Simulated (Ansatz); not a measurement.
The first iterations of a band of C2H4FN (8 atoms, charge 0, multiplicity 1).

These are results of RKS PBE0-D4/def2-SVP (Ansatz 0.2.0), not measurements.

```json
{"movable images": "7", "climbing image": "yes", "spring": "5.0 eV/Å²", "optimiser": "quadratic models (default)", "start path": "IDPP", "force threshold": "0.05 eV/Å", "iteration limit": "60", "end points": "relaxed"}
```

First end point:

```xyz
8
Properties=species:S:1:pos:R:3
C -0.011 0.934 -0.452
N 0.731 -0.256 -0.133
C 0.217 -1.199 0.496
F -1.048 -1.231 0.943
H -0.008 1.073 -1.545
H -1.054 0.938 -0.095
H 0.514 1.805 -0.029
H 0.751 -2.121 0.759
```

Last end point:

```xyz
8
Properties=species:S:1:pos:R:3
C -0.157 1.019 -0.055
N 0.456 -0.095 0.618
C 0.324 -1.261 0.205
F -0.379 -1.622 -0.879
H -0.742 0.753 -0.951
H -0.813 1.547 0.655
H 0.628 1.737 -0.342
H 0.776 -2.135 0.691
```

| iteration | highest image above the first end (eV) | largest band force component (eV/Å) |
| --- | --- | --- |
| 1 | 0.109 | 0.961 |
| 2 | 0.048 | 0.503 |

Problem. Does the band converge within its limit, and where does its top end?

Solution. The run converged. It ended after 6 iterations with the highest image 0.036 eV above the first end. A vibrational analysis at the climbing image gives one clearly imaginary mode, 131i cm⁻¹: a first-order saddle point.

The run took 100 s on 1 thread of Arm Neoverse V1, on a shared host, peak memory 0.24 GiB.
